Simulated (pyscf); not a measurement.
This saddle point was located with ωB97X-D3(BJ)/def2-SVP in PySCF.

```xyz
14

N     -1.7170     0.8173    -0.1111
N     -2.3177    -0.3394     0.4778
H     -0.9718     0.4737    -0.8350
H     -2.4427     1.4175    -0.5187
H     -1.6157    -1.0832     0.3979
H     -2.4567    -0.1599     1.4742
Si    -0.4026     1.6637     0.9407
Si     1.1732    -0.1430    -0.9220
H      0.2874     2.7342     0.1921
H      0.3821     0.7238     1.7703
H     -1.3817     2.3179     1.8822
H      1.3729    -1.5110    -0.2958
H      2.3708     0.6181    -0.3928
H      1.5255    -0.3758    -2.3727
```

Surface: singlet, charge 0. Lowest wavenumbers (cm⁻¹): 352i, 68, 100, 214, 237.

### Question
Name the species on either side of this saddle.

### Answer
H₂N–NH₂ + H₃Si–SiH₃ ⇌ H₂N–NH–SiH₃ + SiH₄, a four-centre exchange read from left to right: H–N, Si–Si broken and N–Si, H–Si formed. At ωB97M-D3(BJ)/def2-TZVP it lies +143.7 kJ/mol from the left side and +188.2 kJ/mol from the right (each side as separated species at their lowest minima found). H₂N–NH–SiH₃ lies 240.0 kJ/mol over its isomer H₂N–SiH₂–NH₂, and others may lie lower still (electronic energy, ωB97M-D3(BJ)). One saddle was located; it need not be the lowest between these sides.
